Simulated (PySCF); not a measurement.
Basis-set dependence of population analyses: `C[PH](C)=S`

Compound: C2H7PS.
Bonds: C1–P2, P2–C3, P2–S4 (double). Hydrogens: H5, H6, H7 on C1; H8 on P2; H9, H10, H11 on C3.

PBE0 throughout (PySCF), one geometry, spherical d and f functions. Geometry: PBE0-D3(BJ)/def2-SVP; no solvent, vibrations or thermal averaging. Atoms taken as equivalent share a column and are averaged.

Mulliken charges (e):

```json
{"basis": "STO-3G", "functions": "35", "C1/C3": "-0.366", "P2": "+0.581", "S4": "-0.349", "H5 (×6)": "+0.093", "H8": "-0.056"}
{"basis": "6-31G", "functions": "58", "C1/C3": "-0.747", "P2": "+0.433", "S4": "-0.306", "H5 (×6)": "+0.224", "H8": "+0.022"}
{"basis": "6-31G*", "functions": "78", "C1/C3": "-0.717", "P2": "+0.431", "S4": "-0.364", "H5 (×6)": "+0.224", "H8": "+0.025"}
{"basis": "def2-SVP", "functions": "99", "C1/C3": "-0.238", "P2": "+0.319", "S4": "-0.402", "H5 (×6)": "+0.091", "H8": "+0.011"}
{"basis": "6-311+G(2d,p)", "functions": "166", "C1/C3": "-0.416", "P2": "+0.011", "S4": "-0.293", "H5 (×6)": "+0.178", "H8": "+0.045"}
{"basis": "def2-TZVP", "functions": "178", "C1/C3": "-0.391", "P2": "+0.278", "S4": "-0.436", "H5 (×6)": "+0.148", "H8": "+0.052"}
```

IAO charges (e):

```json
{"basis": "STO-3G", "functions": "35", "C1/C3": "-0.569", "P2": "+0.750", "S4": "-0.439", "H5 (×6)": "+0.144", "H8": "-0.038"}
{"basis": "6-31G", "functions": "58", "C1/C3": "-0.640", "P2": "+0.811", "S4": "-0.587", "H5 (×6)": "+0.179", "H8": "-0.014"}
{"basis": "6-31G*", "functions": "78", "C1/C3": "-0.653", "P2": "+0.971", "S4": "-0.617", "H5 (×6)": "+0.169", "H8": "-0.063"}
{"basis": "def2-SVP", "functions": "99", "C1/C3": "-0.644", "P2": "+0.981", "S4": "-0.604", "H5 (×6)": "+0.163", "H8": "-0.070"}
{"basis": "6-311+G(2d,p)", "functions": "166", "C1/C3": "-0.672", "P2": "+1.012", "S4": "-0.629", "H5 (×6)": "+0.172", "H8": "-0.068"}
{"basis": "def2-TZVP", "functions": "178", "C1/C3": "-0.676", "P2": "+1.027", "S4": "-0.629", "H5 (×6)": "+0.171", "H8": "-0.074"}
```

Hirshfeld charges (e):

```tsv
basis	functions	C1/C3	P2	S4	H5 (×6)	H8
STO-3G	35	-0.088	+0.469	-0.402	+0.024	-0.035
6-31G	58	-0.136	+0.337	-0.397	+0.056	-0.003
6-31G*	78	-0.134	+0.304	-0.376	+0.057	-0.004
def2-SVP	99	-0.152	+0.337	-0.350	+0.054	-0.010
6-311+G(2d,p)	166	-0.157	+0.304	-0.334	+0.057	-0.002
def2-TZVP	178	-0.158	+0.302	-0.333	+0.058	-0.002
```

Some averages cover members that differ in this geometry, most widely: H5 (×6), Mulliken in 6-311+G(2d,p) +0.160 to +0.189; H5 (×6), Mulliken in 6-31G +0.207 to +0.236; H5 (×6), Mulliken in 6-31G* +0.207 to +0.236; H5 (×6), Mulliken in def2-SVP +0.076 to +0.102 e.

Question: Which scheme is steadiest as the basis changes?

Answer: Largest range over the bases for any column: Hirshfeld 0.17 e, IAO 0.28 e, Mulliken 0.57 e. Hirshfeld charges move least and Mulliken charges most, counted in e. Without the minimal STO-3G basis the ranges are Hirshfeld 0.06, IAO 0.22, Mulliken 0.51 e.

Question: How much do the charges still move between the two largest bases, 6-311+G(2d,p) and def2-TZVP?

Answer: At most, over all atoms: Mulliken 0.267 e, IAO 0.015 e, Hirshfeld 0.002 e.

Question: What do the same runs give for the total energy, the frontier levels and the dipole moment?

Answer: 
```csv
basis,energy (Eh),HOMO (eV),LUMO (eV),μ (D)
STO-3G,-810.3596,-1.37,6.68,4.14
6-31G,-819.4786,-6.26,1.13,5.44
6-31G*,-819.5840,-6.36,1.23,4.92
def2-SVP,-819.3357,-6.25,0.97,4.51
"6-311+G(2d,p)",-819.6778,-6.51,-0.23,4.64
def2-TZVP,-819.6901,-6.47,0.55,4.53
```

The dipole is fixed by the density alone, so its range of 1.30 D shows that the density itself changes with the basis, not only its division among atoms.
